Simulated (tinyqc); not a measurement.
UHF in the sto-6g basis, for H2O, spin multiplicity 1, step by step (part 1 of 2). Computed by tinyqc, a small Python program that keeps every step (integrals from PySCF). Settings: charge = 0, multiplicity = 1, basis = sto-6g, energy threshold = 1e-10, iteration cap = 54, orthogonalisation = symmetric, start = core, DIIS depth = 3, DIIS from iteration = 3, method = UHF, break = 0.2. Command: `OMP_NUM_THREADS=1 python tinyqc.py 22911 22912 out.jsonl` (the two numbers bound the seeds that draw the settings). One thread of a shared host (Intel(R) Xeon(R) Processor @ 2.60GHz), about 0.2 s of CPU time with the checks. Later iterations appear only in the table of the cycle.

## One-electron integrals

Geometry (angstrom):
```
atom         x          y         z
O     0.000000   0.000000  0.000000
H     0.000000   0.911000  0.727000
H     0.000000  -0.911000  0.727000
```

Basis sto-6g: exponents (1/bohr^2) and contraction coefficients of normalised primitives:
```
element  l (shell)     exponent  coefficient
O            s (1)  1355.584234     0.009164
O            s (1)   248.544885     0.049361
O            s (1)    69.533902     0.168538
O            s (1)    23.886772     0.370563
O            s (1)     9.275933     0.416492
O            s (1)     3.820341     0.130334
O            s (2)    52.187762    -0.013253
O            s (2)    10.329320    -0.046992
O            s (2)     3.210345    -0.033785
O            s (2)     1.235135     0.250242
O            s (2)     0.536420     0.595117
O            s (2)     0.245881     0.240706
O            p (3)    52.187762     0.003760
O            p (3)    10.329320     0.037679
O            p (3)     3.210345     0.173897
O            p (3)     1.235135     0.418036
O            p (3)     0.536420     0.425860
O            p (3)     0.245881     0.101708
H            s (1)    35.523221     0.009164
H            s (1)     6.513144     0.049361
H            s (1)     1.822143     0.168538
H            s (1)     0.625955     0.370563
H            s (1)     0.243077     0.416492
H            s (1)     0.100112     0.130334
```

Overlap, kinetic and nuclear-attraction integrals over the contracted functions; the nuclear repulsion is the sum of Za Zb / Rab.

nuclear repulsion = 7.55482980 hartree

overlap S:
```
           1O 1s     1O 2s    1O 2px     1O 2py    1O 2pz     2H 1s      3H 1s
1O 1s   1.000000  0.231145  0.000000   0.000000  0.000000  0.034298   0.034298
1O 2s   0.231145  1.000000  0.000000   0.000000  0.000000  0.351511   0.351511
1O 2px  0.000000  0.000000  1.000000   0.000000  0.000000  0.000000   0.000000
1O 2py  0.000000  0.000000  0.000000   1.000000  0.000000  0.246248  -0.246248
1O 2pz  0.000000  0.000000  0.000000   0.000000  1.000000  0.196512   0.196512
2H 1s   0.034298  0.351511  0.000000   0.246248  0.196512  1.000000   0.158720
3H 1s   0.034298  0.351511  0.000000  -0.246248  0.196512  0.158720   1.000000
```

kinetic energy T (hartree):
```
            1O 1s      1O 2s    1O 2px     1O 2py    1O 2pz      2H 1s      3H 1s
1O 1s   29.327197  -0.896024  0.000000   0.000000  0.000000  -0.006401  -0.006401
1O 2s   -0.896024   0.842618  0.000000   0.000000  0.000000   0.049402   0.049402
1O 2px   0.000000   0.000000  2.531309   0.000000  0.000000   0.000000   0.000000
1O 2py   0.000000   0.000000  0.000000   2.531309  0.000000   0.117134  -0.117134
1O 2pz   0.000000   0.000000  0.000000   0.000000  2.531309   0.093476   0.093476
2H 1s   -0.006401   0.049402  0.000000   0.117134  0.093476   0.768522  -0.008648
3H 1s   -0.006401   0.049402  0.000000  -0.117134  0.093476  -0.008648   0.768522
```

nuclear attraction V (hartree):
```
             1O 1s      1O 2s     1O 2px     1O 2py     1O 2pz      2H 1s      3H 1s
1O 1s   -62.166364  -6.361172   0.000000   0.000000  -0.013819  -1.077734  -1.077734
1O 2s    -6.361172  -9.905079   0.000000   0.000000  -0.161308  -2.632568  -2.632568
1O 2px    0.000000   0.000000  -9.852761   0.000000   0.000000   0.000000   0.000000
1O 2py    0.000000   0.000000   0.000000  -9.947913   0.000000  -1.626101   1.626101
1O 2pz   -0.013819  -0.161308   0.000000   0.000000  -9.913358  -1.338134  -1.338134
2H 1s    -1.077734  -2.632568   0.000000  -1.626101  -1.338134  -5.104377  -0.892153
3H 1s    -1.077734  -2.632568   0.000000   1.626101  -1.338134  -0.892153  -5.104377
```

core Hamiltonian H = T + V (hartree):
```
             1O 1s      1O 2s     1O 2px     1O 2py     1O 2pz      2H 1s      3H 1s
1O 1s   -32.839167  -7.257196   0.000000   0.000000  -0.013819  -1.084135  -1.084135
1O 2s    -7.257196  -9.062461   0.000000   0.000000  -0.161308  -2.583166  -2.583166
1O 2px    0.000000   0.000000  -7.321452   0.000000   0.000000   0.000000   0.000000
1O 2py    0.000000   0.000000   0.000000  -7.416605   0.000000  -1.508968   1.508968
1O 2pz   -0.013819  -0.161308   0.000000   0.000000  -7.382049  -1.244659  -1.244659
2H 1s    -1.084135  -2.583166   0.000000  -1.508968  -1.244659  -4.335855  -0.900801
3H 1s    -1.084135  -2.583166   0.000000   1.508968  -1.244659  -0.900801  -4.335855
```

## Two-electron integrals

Functions are numbered as in S; the eight-fold symmetry (ij|kl) = (ji|kl) = (kl|ij) leaves the list below.

Two-electron integrals (ij|kl) in chemists' order, unique and non-zero (hartree):
```
(11|11) 4.787491    (21|11) 0.675884    (21|21) 0.121505    (22|11) 1.117379
(22|21) 0.249212    (22|22) 0.817383    (31|31) 0.025762    (32|31) 0.039145
(32|32) 0.180664    (33|11) 1.117381    (33|21) 0.249212    (33|22) 0.817382
(33|33) 0.880663    (41|41) 0.025762    (42|41) 0.039145    (42|42) 0.180664
(43|43) 0.047461    (44|11) 1.117381    (44|21) 0.249212    (44|22) 0.817382
(44|33) 0.785741    (44|44) 0.880663    (51|51) 0.025762    (52|51) 0.039145
(52|52) 0.180664    (53|53) 0.047461    (54|54) 0.047461    (55|11) 1.117381
(55|21) 0.249212    (55|22) 0.817382    (55|33) 0.785741    (55|44) 0.785741
(55|55) 0.880663    (61|11) 0.106681    (61|21) 0.018395    (61|22) 0.036949
(61|33) 0.036871    (61|41) 0.000706    (61|42) 0.001385    (61|44) 0.037015
(61|51) 0.000563    (61|52) 0.001105    (61|54) 0.000114    (61|55) 0.036963
(61|61) 0.002838    (62|11) 0.278474    (62|21) 0.063072    (62|22) 0.231488
(62|33) 0.227526    (62|41) 0.003965    (62|42) 0.030176    (62|44) 0.234786
(62|51) 0.003164    (62|52) 0.024081    (62|54) 0.005793    (62|55) 0.232150
(62|61) 0.009617    (62|62) 0.084284    (63|31) 0.006750    (63|32) 0.038838
(63|43) 0.006120    (63|53) 0.004884    (63|63) 0.011422    (64|11) 0.164384
(64|21) 0.037735    (64|22) 0.147640    (64|33) 0.141163    (64|41) 0.008781
(64|42) 0.056648    (64|44) 0.157797    (64|51) 0.001620    (64|52) 0.014213
(64|54) 0.008390    (64|55) 0.143961    (64|61) 0.005995    (64|62) 0.065321
(64|64) 0.061405    (65|11) 0.131183    (65|21) 0.030113    (65|22) 0.117821
(65|33) 0.112652    (65|41) 0.001620    (65|42) 0.014213    (65|44) 0.116158
(65|51) 0.008043    (65|52) 0.050180    (65|54) 0.008918    (65|55) 0.124652
(65|61) 0.004784    (65|62) 0.052128    (65|64) 0.039888    (65|65) 0.043253
(66|11) 0.446552    (66|21) 0.103011    (66|22) 0.434172    (66|33) 0.417715
(66|41) 0.007765    (66|42) 0.082501    (66|44) 0.447877    (66|51) 0.006196
(66|52) 0.065838    (66|54) 0.024071    (66|55) 0.436924    (66|61) 0.015830
(66|62) 0.208003    (66|64) 0.183564    (66|65) 0.146488    (66|66) 0.774999
(71|11) 0.106681    (71|21) 0.018395    (71|22) 0.036949    (71|33) 0.036871
(71|41) -0.000706   (71|42) -0.001385   (71|44) 0.037015    (71|51) 0.000563
(71|52) 0.001105    (71|54) -0.000114   (71|55) 0.036963    (71|61) 0.002796
(71|62) 0.009295    (71|64) 0.005316    (71|65) 0.004629    (71|66) 0.015158
(71|71) 0.002838    (72|11) 0.278474    (72|21) 0.063072    (72|22) 0.231488
(72|33) 0.227526    (72|41) -0.003965   (72|42) -0.030176   (72|44) 0.234786
(72|51) 0.003164    (72|52) 0.024081    (72|54) -0.005793   (72|55) 0.232150
(72|61) 0.009295    (72|62) 0.066751    (72|64) 0.036092    (72|65) 0.040156
(72|66) 0.132229    (72|71) 0.009617    (72|72) 0.084284    (73|31) 0.006750
(73|32) 0.038838    (73|43) -0.006120   (73|53) 0.004884    (73|63) 0.008709
(73|73) 0.011422    (74|11) -0.164384   (74|21) -0.037735   (74|22) -0.147640
(74|33) -0.141163   (74|41) 0.008781    (74|42) 0.056648    (74|44) -0.157797
(74|51) -0.001620   (74|52) -0.014213   (74|54) 0.008390    (74|55) -0.143961
(74|61) -0.005316   (74|62) -0.036092   (74|64) -0.011381   (74|65) -0.021290
(74|66) -0.065700   (74|71) -0.005995   (74|72) -0.065321   (74|74) 0.061405
(75|11) 0.131183    (75|21) 0.030113    (75|22) 0.117821    (75|33) 0.112652
(75|41) -0.001620   (75|42) -0.014213   (75|44) 0.116158    (75|51) 0.008043
(75|52) 0.050180    (75|54) -0.008918   (75|55) 0.124652    (75|61) 0.004629
(75|62) 0.040156    (75|64) 0.021290    (75|65) 0.032445    (75|66) 0.086438
(75|71) 0.004784    (75|72) 0.052128    (75|74) -0.039888   (75|75) 0.043253
(76|11) 0.088389    (76|21) 0.020242    (76|22) 0.080995    (76|33) 0.079088
(76|44) 0.080571    (76|51) 0.001564    (76|52) 0.014326    (76|55) 0.083325
(76|61) 0.003054    (76|62) 0.029597    (76|64) 0.019965    (76|65) 0.020597
(76|66) 0.077503    (76|71) 0.003054    (76|72) 0.029597    (76|74) -0.019965
(76|75) 0.020597    (76|76) 0.013290    (77|11) 0.446552    (77|21) 0.103011
(77|22) 0.434172    (77|33) 0.417715    (77|41) -0.007765   (77|42) -0.082501
(77|44) 0.447877    (77|51) 0.006196    (77|52) 0.065838    (77|54) -0.024071
(77|55) 0.436924    (77|61) 0.015158    (77|62) 0.132229    (77|64) 0.065700
(77|65) 0.086438    (77|66) 0.288533    (77|71) 0.015830    (77|72) 0.208003
(77|74) -0.183564   (77|75) 0.146488    (77|76) 0.077503    (77|77) 0.774999
```

## Orthogonalisation

S = U s U^T; symmetric (Loewdin) form X = U s^(-1/2) U^T, so that X^T S X = 1.

eigenvalues of S: 0.474011  0.563465  0.887479  1.000000  1.099996  1.277815  1.697234

X:
```
            1O 1s      1O 2s    1O 2px     1O 2py     1O 2pz      2H 1s      3H 1s
1O 1s    1.022144  -0.130537  0.000000   0.000000  -0.005958   0.016141   0.016141
1O 2s   -0.130537   1.129620  0.000000   0.000000   0.059503  -0.196732  -0.196732
1O 2px   0.000000   0.000000  1.000000   0.000000   0.000000   0.000000   0.000000
1O 2py   0.000000   0.000000  0.000000   1.058695   0.000000  -0.154278   0.154278
1O 2pz  -0.005958   0.059503  0.000000   0.000000   1.032555  -0.108024  -0.108024
2H 1s    0.016141  -0.196732  0.000000  -0.154278  -0.108024   1.104419  -0.053716
3H 1s    0.016141  -0.196732  0.000000   0.154278  -0.108024  -0.053716   1.104419
```

## Starting guess

The start is the orbitals of the core Hamiltonian, with HOMO and LUMO mixed by +/-0.2 rad for the two spins; D(s) = C_occ C_occ^T for each spin.

D(alpha) at the start:
```
            1O 1s      1O 2s     1O 2px     1O 2py     1O 2pz      2H 1s      3H 1s
1O 1s    1.061032  -0.273307   0.007278   0.000000  -0.016646   0.032402   0.032402
1O 2s   -0.273307   1.221986  -0.077467   0.000000   0.099020  -0.146027  -0.146027
1O 2px   0.007278  -0.077467   0.960530   0.000000  -0.037152   0.148494   0.148494
1O 2py   0.000000   0.000000   0.000000   1.101808   0.000000  -0.129266   0.129266
1O 2pz  -0.016646   0.099020  -0.037152   0.000000   1.058115  -0.097070  -0.097070
2H 1s    0.032402  -0.146027   0.148494  -0.129266  -0.097070   0.059119   0.028788
3H 1s    0.032402  -0.146027   0.148494   0.129266  -0.097070   0.028788   0.059119
```

D(beta) at the start:
```
            1O 1s      1O 2s     1O 2px     1O 2py     1O 2pz      2H 1s      3H 1s
1O 1s    1.061032  -0.273307  -0.007278   0.000000  -0.016646   0.032402   0.032402
1O 2s   -0.273307   1.221986   0.077467   0.000000   0.099020  -0.146027  -0.146027
1O 2px  -0.007278   0.077467   0.960530   0.000000   0.037152  -0.148494  -0.148494
1O 2py   0.000000   0.000000   0.000000   1.101808   0.000000  -0.129266   0.129266
1O 2pz  -0.016646   0.099020   0.037152   0.000000   1.058115  -0.097070  -0.097070
2H 1s    0.032402  -0.146027  -0.148494  -0.129266  -0.097070   0.059119   0.028788
3H 1s    0.032402  -0.146027  -0.148494   0.129266  -0.097070   0.028788   0.059119
```

## Iteration 1: building the Fock matrix

J_ij = sum D_kl (ij|kl) with D = D(alpha) + D(beta), K_ij = sum D_kl (ik|jl) for each spin; F = H + J - K(s); E = tr D H + tr D J / 2 - 0.5 sum_s tr D(s) K(s) + E_nn.

Coulomb J (hartree):
```
            1O 1s     1O 2s    1O 2px     1O 2py    1O 2pz     2H 1s      3H 1s
1O 1s   18.671035  3.361187  0.000000   0.000000  0.003962  0.511793   0.511793
1O 2s    3.361187  8.804547  0.000000   0.000000  0.004658  2.412416   2.412416
1O 2px   0.000000  0.000000  8.800638   0.000000  0.000000  0.000000   0.000000
1O 2py   0.000000  0.000000  0.000000   8.806395  0.000000  1.510106  -1.510106
1O 2pz   0.003962  0.004658  0.000000   0.000000  8.806604  1.205123   1.205123
2H 1s    0.511793  2.412416  0.000000   1.510106  1.205123  4.356438   0.824205
3H 1s    0.511793  2.412416  0.000000  -1.510106  1.205123  0.824205   4.356438
```

exchange K(alpha) (hartree):
```
            1O 1s     1O 2s     1O 2px     1O 2py    1O 2pz     2H 1s      3H 1s
1O 1s    4.942096  0.794709  -0.001063   0.000000  0.000591  0.130538   0.130538
1O 2s    0.794709  1.417098   0.003890   0.000000  0.003232  0.336250   0.336250
1O 2px  -0.001063  0.003890   1.150103   0.000000  0.003951  0.052078   0.052078
1O 2py   0.000000  0.000000   0.000000   1.182642  0.000000  0.158573  -0.158573
1O 2pz   0.000591  0.003232   0.003951   0.000000  1.182133  0.126867   0.126867
2H 1s    0.130538  0.336250   0.052078   0.158573  0.126867  0.143472   0.080223
3H 1s    0.130538  0.336250   0.052078  -0.158573  0.126867  0.080223   0.143472
```

exchange K(beta) (hartree):
```
           1O 1s      1O 2s     1O 2px     1O 2py     1O 2pz      2H 1s      3H 1s
1O 1s   4.942096   0.794709   0.001063   0.000000   0.000591   0.130538   0.130538
1O 2s   0.794709   1.417098  -0.003890   0.000000   0.003232   0.336250   0.336250
1O 2px  0.001063  -0.003890   1.150103   0.000000  -0.003951  -0.052078  -0.052078
1O 2py  0.000000   0.000000   0.000000   1.182642   0.000000   0.158573  -0.158573
1O 2pz  0.000591   0.003232  -0.003951   0.000000   1.182133   0.126867   0.126867
2H 1s   0.130538   0.336250  -0.052078   0.158573   0.126867   0.143472   0.080223
3H 1s   0.130538   0.336250  -0.052078  -0.158573   0.126867   0.080223   0.143472
```

F(alpha) (hartree):
```
             1O 1s      1O 2s     1O 2px     1O 2py     1O 2pz      2H 1s      3H 1s
1O 1s   -19.110228  -4.690718   0.001063   0.000000  -0.010448  -0.702880  -0.702880
1O 2s    -4.690718  -1.675012  -0.003890   0.000000  -0.159882  -0.507000  -0.507000
1O 2px    0.001063  -0.003890   0.329082   0.000000  -0.003951  -0.052078  -0.052078
1O 2py    0.000000   0.000000   0.000000   0.207148   0.000000  -0.157435   0.157435
1O 2pz   -0.010448  -0.159882  -0.003951   0.000000   0.242422  -0.166402  -0.166402
2H 1s    -0.702880  -0.507000  -0.052078  -0.157435  -0.166402  -0.122888  -0.156819
3H 1s    -0.702880  -0.507000  -0.052078   0.157435  -0.166402  -0.156819  -0.122888
```

F(beta) (hartree):
```
             1O 1s      1O 2s     1O 2px     1O 2py     1O 2pz      2H 1s      3H 1s
1O 1s   -19.110228  -4.690718  -0.001063   0.000000  -0.010448  -0.702880  -0.702880
1O 2s    -4.690718  -1.675012   0.003890   0.000000  -0.159882  -0.507000  -0.507000
1O 2px   -0.001063   0.003890   0.329082   0.000000   0.003951   0.052078   0.052078
1O 2py    0.000000   0.000000   0.000000   0.207148   0.000000  -0.157435   0.157435
1O 2pz   -0.010448  -0.159882   0.003951   0.000000   0.242422  -0.166402  -0.166402
2H 1s    -0.702880  -0.507000   0.052078  -0.157435  -0.166402  -0.122888  -0.156819
3H 1s    -0.702880  -0.507000   0.052078   0.157435  -0.166402  -0.156819  -0.122888
```

total energy of this density = -74.06768921 hartree

## Iteration 1: diagonalisation and new density

Diagonalise F' = X^T F X, C = X C', fill 5 alpha and 5 beta electrons from the bottom; D(s) = C_occ C_occ^T. Each column has its largest component positive (the first on a tie).

F' = X^T F X (alpha) (hartree):
```
            1          2          3          4          5          6          7
1  -18.785046  -2.455391  -0.000063   0.000000  -0.015172  -0.091910  -0.091910
2   -2.455391  -0.735506   0.015722   0.000000  -0.058202  -0.273608  -0.273608
3   -0.000063   0.015722   0.329082   0.000000   0.006933  -0.053509  -0.053509
4    0.000000   0.000000   0.000000   0.336651   0.000000  -0.240424   0.240424
5   -0.015172  -0.058202   0.006933   0.000000   0.314603  -0.181337  -0.181337
6   -0.091910  -0.273608  -0.053509  -0.240424  -0.181337   0.109136  -0.058754
7   -0.091910  -0.273608  -0.053509   0.240424  -0.181337  -0.058754   0.109136
```

orbital energies (alpha) (hartree): MO1 -19.114831, MO2 -0.643342, MO3 -0.098054, MO4 0.091070, MO5 0.324374, MO6 0.516244, MO7 0.602595

coefficients C (alpha):
```
              MO1        MO2        MO3        MO4        MO5        MO6        MO7
1O 1s    0.995966  -0.216469   0.000000  -0.138394  -0.005101  -0.066245   0.000000
1O 2s    0.017880   0.821118   0.000000   0.712809   0.005046   0.437440   0.000000
1O 2px  -0.000068   0.025133   0.000000  -0.211326   0.934174   0.286406   0.000000
1O 2py   0.000000   0.000000   0.480395   0.000000   0.000000   0.000000   0.968328
1O 2pz   0.001885   0.163426   0.000000  -0.463606  -0.368618   0.845910   0.000000
2H 1s   -0.003235   0.195568   0.549998  -0.493361   0.055974  -0.563761  -0.626053
3H 1s   -0.003235   0.195568  -0.549998  -0.493361   0.055974  -0.563761   0.626053
```

F' = X^T F X (beta) (hartree):
```
            1          2          3          4          5          6          7
1  -18.785046  -2.455391   0.000063   0.000000  -0.015172  -0.091910  -0.091910
2   -2.455391  -0.735506  -0.015722   0.000000  -0.058202  -0.273608  -0.273608
3    0.000063  -0.015722   0.329082   0.000000  -0.006933   0.053509   0.053509
4    0.000000   0.000000   0.000000   0.336651   0.000000  -0.240424   0.240424
5   -0.015172  -0.058202  -0.006933   0.000000   0.314603  -0.181337  -0.181337
6   -0.091910  -0.273608   0.053509  -0.240424  -0.181337   0.109136  -0.058754
7   -0.091910  -0.273608   0.053509   0.240424  -0.181337  -0.058754   0.109136
```

orbital energies (beta) (hartree): MO1 -19.114831, MO2 -0.643342, MO3 -0.098054, MO4 0.091070, MO5 0.324374, MO6 0.516244, MO7 0.602595

coefficients C (beta):
```
              MO1        MO2        MO3        MO4        MO5        MO6        MO7
1O 1s    0.995966  -0.216469   0.000000  -0.138394   0.005101  -0.066245   0.000000
1O 2s    0.017880   0.821118   0.000000   0.712809  -0.005046   0.437440   0.000000
1O 2px   0.000068  -0.025133   0.000000   0.211326   0.934174  -0.286406   0.000000
1O 2py   0.000000   0.000000   0.480395   0.000000   0.000000   0.000000   0.968328
1O 2pz   0.001885   0.163426   0.000000  -0.463606   0.368618   0.845910   0.000000
2H 1s   -0.003235   0.195568   0.549998  -0.493361  -0.055974  -0.563761  -0.626053
3H 1s   -0.003235   0.195568  -0.549998  -0.493361  -0.055974  -0.563761   0.626053
```

D(alpha) after iteration 1:
```
            1O 1s      1O 2s     1O 2px     1O 2py     1O 2pz      2H 1s      3H 1s
1O 1s    1.057986  -0.258613   0.018973   0.000000   0.032542   0.022436   0.022436
1O 2s   -0.258613   1.182676  -0.125285   0.000000  -0.198097  -0.190863  -0.190863
1O 2px   0.018973  -0.125285   0.917972   0.000000  -0.242274   0.161464   0.161464
1O 2py   0.000000   0.000000   0.000000   0.230779   0.000000   0.264216  -0.264216
1O 2pz   0.032542  -0.198097  -0.242274   0.000000   0.377521   0.240047   0.240047
2H 1s    0.022436  -0.190863   0.161464   0.264216   0.240047   0.587293  -0.017703
3H 1s    0.022436  -0.190863   0.161464  -0.264216   0.240047  -0.017703   0.587293
```

D(beta) after iteration 1:
```
            1O 1s      1O 2s     1O 2px     1O 2py     1O 2pz      2H 1s      3H 1s
1O 1s    1.057986  -0.258613  -0.018973   0.000000   0.032542   0.022436   0.022436
1O 2s   -0.258613   1.182676   0.125285   0.000000  -0.198097  -0.190863  -0.190863
1O 2px  -0.018973   0.125285   0.917972   0.000000   0.242274  -0.161464  -0.161464
1O 2py   0.000000   0.000000   0.000000   0.230779   0.000000   0.264216  -0.264216
1O 2pz   0.032542  -0.198097   0.242274   0.000000   0.377521   0.240047   0.240047
2H 1s    0.022436  -0.190863  -0.161464   0.264216   0.240047   0.587293  -0.017703
3H 1s    0.022436  -0.190863  -0.161464  -0.264216   0.240047  -0.017703   0.587293
```
